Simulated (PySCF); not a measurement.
A made-up structure of BHO$_{2}$, closed shell:

| atom | x (Å) | y (Å) | z (Å) |
| --- | --- | --- | --- |
| O1 | -1.6619 | 0.5655 | 0.4199 |
| B2 | 0.8174 | -0.2945 | 0.1199 |
| O3 | -0.4256 | 0.1387 | 0.2416 |
| H4 | 1.2420 | -0.3699 | -0.9461 |

It is relaxed with PBE-D4/def2-SVP and then PBE0-D4/def2-TZVP (PySCF 2.14 with density fitting (its default auxiliary sets; JK sets also for MP2 and CCSD(T))). Atoms count as bonded within 1.22 times the sum of their covalent radii (H–H: 0.88 Å). The end point is not checked to be a true minimum.

Does its bonding change? (Judge from chemistry; the calculation decides.)

The calculation gives: No: no bond forms or breaks.

Where it ends: The first stage lowers the energy by 0.72 eV in 15 steps. It ends as BHO₂ ([BH][O][O]):
```
4
angstrom
O -1.5809 0.4576 0.9004
B 0.5285 -0.1335 -0.3664
O -0.4737 0.1474 0.2355
H 1.5022 -0.4064 -0.9512
```

Labels in which every atom is bracketed show which atoms are joined, not bond orders.

For scale, one of the runs: PBE0-D4/def2-TZVP relaxation, 99 basis functions, launched by `OMP_NUM_THREADS=2 python run.py`. Time: 17 s of wall clock on 2 CPU threads of an Arm Neoverse V1; the host was shared. Peak host memory: 0.93 GiB.
